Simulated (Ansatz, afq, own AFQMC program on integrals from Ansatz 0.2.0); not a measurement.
**Atomization energy of GeNH₂, quartet, worked out**

```xyz
4

Ge    0.0000    0.0000    0.4319
N     0.0000    0.0000   -1.8834
H     0.0000    0.8309   -2.4773
H     0.0000   -0.8309   -2.4773
```

Connectivity, by distances: Ge–NH2.

Basis cc-pVDZ. Noble-gas cores (and the filled d shells of Ga–Kr and In–Xe) are frozen. Integrals, coupled cluster, full CI and functionals: Ansatz 0.2.0; the random walks run on the same integrals in our own AFQMC program. ph-AFQMC/CISD is guided by a CISD state made of CCSD amplitudes; releasing the constraint for a short imaginary time cuts its bias at the price of noise, slowly where states lie close. Uncertainties: one standard error, sampling alone. No spin–orbit coupling.

Total energies in eV. CBS is CCSD(T) at the limit of def2-TZVPP/QZVPP (extrapolated itself); the highest rung of each member is named.

Cautions: inner d shell frozen; no relativity below Rb; no spin-orbit coupling; GeNH₂ (quartet): another spin lies lower.

```tsv
member	count	CCSD(T)/cc-pVDZ	highest rung in cc-pVDZ	which	CCSD(T)/CBS
Ge (triplet)	+1	-56473.1139	-56473.1222	FCI	-56475.5964
N (quartet)	+1	-1482.4355	-1482.4402	FCI	-1483.8573
H (doublet)	+2	-13.5861	-13.5861	FCI	-13.6059
GeNH₂, quartet	-1	-57990.2171	-57990.2477	CCSDT(Q)	-57995.1154
```

Q: Work out the best estimate of the atomization energy: the CCSD(T)/CBS difference plus the step from CCSD(T) to the highest rung.

A: Sums with the counts: CCSD(T)/CBS 8.4499 eV, highest rung 7.5131 eV, CCSD(T)/cc-pVDZ 7.4955 eV. The step is 7.5131 − 7.4955 = 0.0176 eV, so the best estimate is 8.4499 + (0.0176) = 8.4675 eV = 195.3 kcal/mol. The basis set is worth 0.954 eV of it. Zero-point, core-correlation and spin–orbit terms aren't in it. Past Ne the Hartree–Fock part of each CBS total tends to overshoot, since the cores don't follow the formula; that largely cancels in the difference.

Best estimates are given only where the step beyond CCSD(T) is under 0.3 eV and no member's determinant is very poor (T1 over 0.05, or 0.07 for open shells, ⟨S²⟩ too high by 0.3, two states mixed), so the hardest cases are missing from such tables.

CCSDT and higher add their correlation energy to the determinant of the CCSD(T) run, since their own runs factorise the integrals more tightly (a shift of under 2 meV). Each member of a difference takes its own highest rung, so a best estimate needn't equal the limit plus the step of one row.
